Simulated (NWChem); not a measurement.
## hydrogen sulfide (H$_{2}$S) in NWChem

SMILES: S
```xyz
3

S      0.0000     0.0000     0.1056
H     -0.9740     0.0000    -0.8447
H      0.9740     0.0000    -0.8447
```
Charge 0, spin multiplicity 1.

All runs are NWChem calculations. Structure: optimised with PBE/def2-SVP, a minimum by its harmonic frequencies.

Symmetry labels belong to the abelian group C2v used in the runs, with the axes of the coordinates shown.

B3LYP has NWChem's definition, with VWN1-RPA local correlation.

Q: List the lowest 6 singlet excitations that TD-B3LYP/def2-SVPD, VWN1-RPA local correlation gives, with oscillator strengths.

A: 
| state | symmetry | energy (eV) | wavelength (nm) | f |
|---|---|---|---|---|
| 1 | b2 | 5.92 | 209 | 0.061 |
| 2 | a2 | 5.95 | 208 | 0.000 |
| 3 | a2 | 7.61 | 163 | 0.000 |
| 4 | b2 | 7.88 | 157 | 0.004 |
| 5 | a1 | 8.40 | 148 | 0.010 |
| 6 | a1 | 8.91 | 139 | 0.120 |
